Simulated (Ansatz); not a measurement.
# SiH2F radical (SMILES F[SiH2]): one structure at several levels

An exercise on one series of results from a longer session: the logs are not shown, and one member is left open.

Method: single points in def2-TZVPP; program: Ansatz 0.2.0, Gaussian basis.

Cores are frozen in the correlated methods. Orbitals are unrestricted. B3LYP uses VWN-RPA correlation.

## The starting structure

4 atoms, charge 0, spin multiplicity 2.

Atoms are counted from 1 here; the program's logs count them from 0.

Bond lengths: F1–Si2 1.588 Å, Si2–H3 1.458 Å, Si2–H4 1.414 Å. Angles: F1–Si2–H3 104.8°, F1–Si2–H4 106.4°, H3–Si2–H4 119.6°.

Geometry (Å):

```xyz
4
FH2Si
F     1.1767    0.6350   -0.4239
Si   -0.1106   -0.2746   -0.2346
H    -1.2329    0.6565   -0.2583
H     0.1215   -1.0581    0.9190
```

The first run:

File run/in.yaml:

```yaml
crystal:
  periodic: [false, false, false]
  atoms:
    - {symbol: F, position_ang: [1.176700, 0.635000, -0.423900]}
    - {symbol: Si, position_ang: [-0.110600, -0.274600, -0.234600]}
    - {symbol: H, position_ang: [-1.232900, 0.656500, -0.258300]}
    - {symbol: H, position_ang: [0.121500, -1.058100, 0.919000]}
basis:
  gaussian: {orbitals: def2-TZVPP}
magnetization: {spin_polarized: true, initial_magnetization: 1}
correlation: {method: ccsd_t}
scf: {omitted_lower_state_checks: [cluster_reference]}
output: {forces: true}
```

The command line of these runs was not kept.

Steps of the session up to this table: CCSD(T)/def2-TZVPP; PBE0-D4/def2-TZVPP; wB97M-V/def2-TZVPP; r2SCAN-D4/def2-TZVPP; PBE-D4/def2-TZVPP; HSE06-D4/def2-TZVPP; B3LYP-D4/def2-TZVPP.

One table of the session follows, with a row left open; its other results are not shown here.

| method | RMS force component (eV/Å) | angle to CCSD(T) forces (°) | dipole (D) |
| --- | --- | --- | --- |
| CCSD(T) | 0.645 | reference | 1.29 |
| PBE0-D4 | 0.683 | 4.0 | 1.29 |
| wB97M-V | ? | ? | ? |
| r2SCAN-D4 | 0.675 | 2.5 | 1.21 |
| PBE-D4 | 0.810 | 15.2 | 1.16 |
| HSE06-D4 | 0.683 | 4.1 | 1.28 |
| B3LYP-D4 | 0.674 | 6.4 | 1.29 |

Estimate the missing values for wB97M-V.

**Answer.** RMS force component (eV/Å): 0.647; angle to CCSD(T) forces (°): 6.6; dipole (D): 1.29. In the column «RMS force component (eV/Å)» it lies between CCSD(T) (0.645) and B3LYP-D4 (0.674).
